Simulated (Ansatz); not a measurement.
Input file:

```yaml
crystal:
  periodic: [false, false, false]
  atoms:
    - {symbol: Al, position_ang: [0.000000, -0.081048, 0.000000]}
    - {symbol: H, position_ang: [0.000000, 1.084792, -1.232881]}
    - {symbol: H, position_ang: [0.000000, 1.084792, 1.232880]}
basis:
  gaussian: {orbitals: "6-31++G**"}
magnetization: {spin_polarized: false, initial_magnetization: 1}
correlation: {method: fic_mrcisd_q_relaxed, electrons: outside_noble_gas, active_space: {window: {electrons: 5, orbitals: 3}, states: [{multiplicity: 2, weights: [1, 1]}]}}
```

```sh
$ ansatz run in.yaml --threads 1 --pin off --events-out ev --progress --plain --max-ram 2393MiB
```

The program prints:

```
544 factors; integrals over basis functions are off by at most 2.4e-7 eV
mean field evaluation 1: about -6611.5571 eV, gradient 7.4e0 eV
mean field evaluation 2: about -6611.5597 eV, gradient 7.4e0 eV
mean field evaluation 4: about -6612.2543 eV, gradient 7.0e-1 eV
mean field evaluation 8: about -6612.2644 eV, gradient 4.3e-4 eV
mean field -6612.26436288 eV, -242.9962333820 hartree, gradient 1.5e-6 eV, S^2 0.750000; 0 other end points of the search recorded, 0 dependent functions left out
reference -6612.26436288 eV, -242.9962333820 hartree; 8, 7 occupied and 27, 28 virtual orbitals, 544 factors
state -6612.01548446 eV, -242.9870872689 hartree
state -6608.52812702 eV, -242.8589292469 hartree
contracted CI cycle   1: correlation 0.00000000 eV, 0.0000000000 hartree, residual 1.07e1 eV
contracted CI cycle   2: correlation -1.99874140 eV, -0.0734523918 hartree, residual 2.47e0 eV
contracted CI cycle   3: correlation -2.11560534 eV, -0.0777470622 hartree, residual 5.86e-1 eV
contracted CI cycle   4: correlation -2.12401204 eV, -0.0780560027 hartree, residual 1.94e-1 eV
contracted CI cycle   5: correlation -2.12489543 eV, -0.0780884667 hartree, residual 5.48e-2 eV
contracted CI cycle   6: correlation -2.12498601 eV, -0.0780917956 hartree, residual 2.04e-2 eV
contracted CI cycle   7: correlation -2.12499675 eV, -0.0780921902 hartree, residual 6.46e-3 eV
contracted CI cycle   8: correlation -2.12499776 eV, -0.0780922272 hartree, residual 1.76e-3 eV
contracted CI cycle   9: correlation -2.12499784 eV, -0.0780922303 hartree, residual 5.74e-4 eV
contracted CI cycle  10: correlation -2.12499785 eV, -0.0780922305 hartree, residual 1.81e-4 eV
state -6612.01548446 eV, -242.9870872689 hartree; corrected -6614.28548933 eV, -243.0705084091 hartree
contracted CI cycle   1: correlation 0.00000000 eV, 0.0000000000 hartree, residual 9.98e0 eV
contracted CI cycle   2: correlation -2.47709019 eV, -0.0910313853 hartree, residual 2.51e0 eV
contracted CI cycle   3: correlation -2.65670907 eV, -0.0976322576 hartree, residual 8.05e-1 eV
contracted CI cycle   4: correlation -2.68174520 eV, -0.0985523182 hartree, residual 3.72e-1 eV
contracted CI cycle   5: correlation -2.68610053 eV, -0.0987123739 hartree, residual 1.62e-1 eV
contracted CI cycle   6: correlation -2.68701897 eV, -0.0987461257 hartree, residual 6.80e-2 eV
contracted CI cycle   7: correlation -2.68716021 eV, -0.0987513162 hartree, residual 2.70e-2 eV
contracted CI cycle   8: correlation -2.68718025 eV, -0.0987520528 hartree, residual 9.29e-3 eV
contracted CI cycle   9: correlation -2.68718215 eV, -0.0987521226 hartree, residual 2.35e-3 eV
contracted CI cycle  10: correlation -2.68718228 eV, -0.0987521273 hartree, residual 7.28e-4 eV
contracted CI cycle  11: correlation -2.68718229 eV, -0.0987521278 hartree, residual 2.49e-4 eV
state -6608.52812702 eV, -242.8589292469 hartree; corrected -6611.55877045 eV, -242.9703033387 hartree
Total energy: -6612.92212989 eV, -243.0204058739 hartree
```

Natural occupations, averaged over the states: 2.0000 1.5000 1.5000.

The total printed last is the weighted mean of the 2 states, 1.363 eV above the lowest of them, and is no single state's energy. Before any correction even the lowest state lies above the reference determinant, by 0.25 eV, so the averaged orbitals or the space serve it badly.

Ran on 1 thread of Intel Xeon 6975P-C, shared host: 0.36 s wall, 0.14 GiB peak host memory.
